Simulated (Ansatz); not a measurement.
## Relaxing TaSi

The calculation used Ansatz 0.2.0, DFT PBE, scalar-relativistic, plane waves, PAW. Cutoff 420 eV, Γ-centred k mesh, Gaussian smearing, no spin polarisation in the final step.

The start puts TaSi on the AuCd (B19) structure type (Pmma, No. 51), with Ta in place of Cd, Si in place of Au, at a guessed volume.

```
Ta Si
1.0
     4.54305    0.00000    0.00000
     0.00000    3.00643    0.00000
     0.00000    0.00000    4.63849
Ta Si
2 2
Direct
  0.75000 0.00000 0.68700
  0.25000 0.00000 0.31300
  0.75000 0.50000 0.18800
  0.25000 0.50000 0.81200
```

Cell and atoms relax at zero pressure; the relaxation can't lower the symmetry of the start. After a coarse first stage the cell is made exact in the group found at 0.06 Å.

Formation energies are uncorrected and refer to the elements' standard structures at the same level.

Q: Describe the relaxed structure.

A: It ends in P4/mmm (No. 123). The result has the CuAu (L1_0) structure. Conventional cell: a = 3.327 Å, c = 2.837 Å. Ta has 8 Si at 2.75 Å, 2 Ta at 2.84 Å and 4 Ta at 3.33 Å; around Si lie 8 Ta at 2.75 Å, 2 Si at 2.84 Å and 4 Si at 3.33 Å.

```
Ta Si
1.0
     3.32680    0.00000    0.00000
     0.00000    3.32680    0.00000
     0.00000    0.00000    2.83673
Ta Si
1 1
Direct
  0.50000 0.50000 0.00000
  0.00000 0.00000 0.50000
```

Q: What are its volume, energy, density and gap?

A: The volume per atom is 15.70 Å³. The density is 11.06 g/cm³ and the energy over the elements is -0.14 eV/atom. The gap on the 10×16×10 mesh is 0 eV (a metal).

The final run used a 10×16×10 mesh on its 4-atom cell and 0.10 eV smearing. For metals, differences of a few meV/atom aren't resolved. Spin–orbit coupling is left out. A structure relaxed within its symmetry needn't be a true minimum. The steps took roughly 90 core-seconds in all.

Cost: 3 runs of about 1.6 core-minutes in all, on Intel Xeon 6975P-C (Granite Rapids) (shared hosts).